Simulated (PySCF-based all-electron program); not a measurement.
Values are calculated unless marked as measured or tabulated.
# Force along the bond of SH, doublet

Method: all-electron DFT (in-house code on PySCF), basis-limit composite values; the spin-free Dirac equation, no spin–orbit coupling, spin-unrestricted, lowest state found (another of this spin can lie close). Forces are good to about 0.004 eV/Å. A positive force pushes the atoms apart.

| r (Å) | PBE (eV/Å) | r2SCAN (eV/Å) |
| --- | --- | --- |
| 1.2069 | 5.429 | 5.148 |
| 1.341 | 0.376 | ? |
| 1.4751 | -2.160 | ? |

**Question.** What does r2SCAN give at the lengths left open?

**Answer.** 1.341 Å: 0.082 eV/Å; 1.4751 Å: -2.450 eV/Å.

**Question.** Between which listed lengths does the r2SCAN force vanish, and at which of the two is it smaller?

**Answer.** Between 1.341 and 1.475 Å. The force is smaller at 1.341 Å.
